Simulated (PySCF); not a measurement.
Species, as SMILES: C (CH4).
Geometry (B3LYP-D3(BJ)/def2-TZVP, fixed):
```xyz
5

C      0.0000     0.0000     0.0000
H      0.6205     0.6269     0.6390
H     -0.6429    -0.6249     0.6185
H      0.6369    -0.6328    -0.6166
H     -0.6146     0.6308    -0.6409
```

Basis-set convergence of the mean static polarisability at HF with PySCF. All functions are spherical. Density fitting with generated auxiliary sets. No added dispersion term, no relativity. Reference: the value in d-aug-cc-pVTZ, 16.07 bohr³, itself unsure by roughly 0.2 % (its mean distance from aug-cc-pVQZ, aug-pcseg-2, aug-cc-pVTZ). Deviations are taken from unrounded values.

```json
[
 {"basis": "6-31G**", "functions": "34", "mean static polarisability (bohr³)": "12.63", "minus reference (%)": "-21.4"},
 {"basis": "cc-pVDZ", "functions": "34", "mean static polarisability (bohr³)": "12.96", "minus reference (%)": "-19.3"},
 {"basis": "6-311G**", "functions": "42", "mean static polarisability (bohr³)": "13.32", "minus reference (%)": "-17.1"},
 {"basis": "def2-TZVP", "functions": "55", "mean static polarisability (bohr³)": "14.50", "minus reference (%)": "-9.8"},
 {"basis": "6-311++G(2d,2p)", "functions": "67", "mean static polarisability (bohr³)": "14.89", "minus reference (%)": "-7.3"},
 {"basis": "def2-TZVPD", "functions": "73", "mean static polarisability (bohr³)": "15.95", "minus reference (%)": "-0.7"},
 {"basis": "def2-TZVPPD", "functions": "105", "mean static polarisability (bohr³)": "16.03", "minus reference (%)": "-0.2"},
 {"basis": "def2-QZVPP", "functions": "177", "mean static polarisability (bohr³)": "15.42", "minus reference (%)": "-4.0"},
 {"basis": "d-aug-cc-pVTZ", "functions": "190", "mean static polarisability (bohr³)": "16.07", "minus reference (%)": "0.0"}
]
```
